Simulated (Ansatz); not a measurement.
For litharge SnO, LDA in Ansatz (plane waves, PAW) gives:

- lattice parameter a: 3.768 Å
- c axis length: 4.658 Å
- enthalpy of formation: -1.513 eV/atom

What does r²SCAN-D4 (Ansatz, a program for electronic structure, PAW) give for the same quantities?


- lattice constant a: 3.798 Å (grows by 0.8 %)
- lattice parameter c: 4.810 Å (rises by 3.3 %)
- formation enthalpy: -1.451 eV/atom (moves by +0.062 eV/atom)

For comparison: lattice constant a 3.801 Å (measured, temperature not stated, no zero-point or thermal correction; as tabulated in Electronic properties of the Sn1−xPbxO alloy and band alignment of the SnO/PbO …); lattice parameter c 4.835 Å (measured, temperature not stated, no zero-point or thermal correction; as tabulated in Electronic properties of the Sn1−xPbxO alloy and band alignment of the SnO/PbO …); formation enthalpy -1.445 ± 0.001 eV/atom (measured, 0 K, taken to 0 K with the table's H(298.15)-H(0) of compound and elements; zero-point energies not removed; as tabulated in Cox, Wagman, Medvedev, CODATA Key Values for Thermodynamics (1989)).

Changes are worked out from the printed values.

Unless a cell is named, each level is at its own relaxed cell (LDA 16.53, r²SCAN-D4 17.35 Å³/atom).

Levels without +SOC leave out spin–orbit coupling, which shifts energies and cells of such heavy elements.

Caveats: LDA has no dispersion term either, though it tends to give short spacings of layers, chains or molecules (LDA). Ansatz's density-functional and Hartree–Fock values are scalar-relativistic unless marked +SOC, with PAW data made under PBE.
